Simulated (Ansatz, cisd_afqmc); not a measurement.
System: H$_{2}$Cl, charge 0, doublet.
HTBH set geometry:
```
Cl
H 1 1.5439
H 2 0.7740 1 180.00
```
Charge 0, spin multiplicity 2.

Total energies in aug-cc-pV(T+d)Z, 9 correlated electrons, 5 frozen orbitals. Open shells are spin-unrestricted; no spin-orbit coupling. Correlated methods leave the cores frozen. No relativity. The Monte Carlo rows (phaseless AFQMC, CISD trial, step 0.005/hartree) carry one-sigma bars that omit the constraint's bias. Outlying blocks are dropped, and bars are widened where a walk drifts. Over all cases where full CI ran beside it in this data, AFQMC minus full CI had a median of +0.1 mEh and passed +0.4 mEh in a tenth of the cases. The UHF reference of ClH2 (saddle point or complex, doublet) is spin-contaminated (<S^2> up to 0.03 over the pure value in the sets run).

```
method         program         energy (Eh)  minus CCSDT(Q) (mEh)
----------  ----------  ------------------  --------------------
HF              Ansatz          -460.58667                251.14
MP2             Ansatz          -460.79949                 38.32
CCSD            Ansatz          -460.82766                 10.16
CCSD(T)         Ansatz          -460.83658                  1.23
CCSDT(Q)        Ansatz          -460.83781                  0.00
AFQMC/CISD  cisd_afqmc  -460.8372 ± 0.0001             0.7 ± 0.1
```

Rough core times of Ansatz's runs on a shared machine: CCSD(T) 20 s, CCSDT(Q) 10 min.

Ansatz is an electronic-structure program.
